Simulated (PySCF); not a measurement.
Molecule (SMILES): OO (H2O2).
Geometry (B3LYP-D3(BJ)/def2-TZVP, fixed):
```xyz
4

O      0.0155     0.7238    -0.0702
O     -0.0112    -0.7261    -0.0419
H      0.8057     0.8967     0.4614
H     -0.8394    -0.8786     0.4355
```

Basis-set convergence of the isotropic shielding of H3 at PBE0 with PySCF. GIAO, no density fitting; atoms are numbered in the order shown. All functions are spherical. Core-valence sets carry the plain set on hydrogen. No added dispersion term, no relativity. Reference: the value in pcseg-3, 24.89 ppm, itself unsure by roughly 0.14 ppm (its distance from pcSseg-2). Deviations are taken from unrounded values. Cost is core time over that of pcseg-2, rough, on shared machines of one kind; a dash marks a row that isn't timed (too short, read off another run, short of memory, by another algorithm or on other hardware).

```
basis       functions  isotropic shielding of H3 (ppm)  minus reference (ppm)  cost
----------  ---------  -------------------------------  ---------------------  ----
3-21G              22                            27.35                   2.47     -
6-31G              22                            27.17                   2.28     -
pcseg-0            22                            27.37                   2.48     -
cc-pVDZ            38                            26.00                   1.11     -
def2-SVP           38                            25.92                   1.04     -
6-311+G**          56                            25.75                   0.86  0.6×
pcseg-2            88                            25.13                   0.25    1×
cc-pCVTZ          114                            25.36                   0.47    2×
def2-QZVPP        174                            25.01                   0.12   10×
```
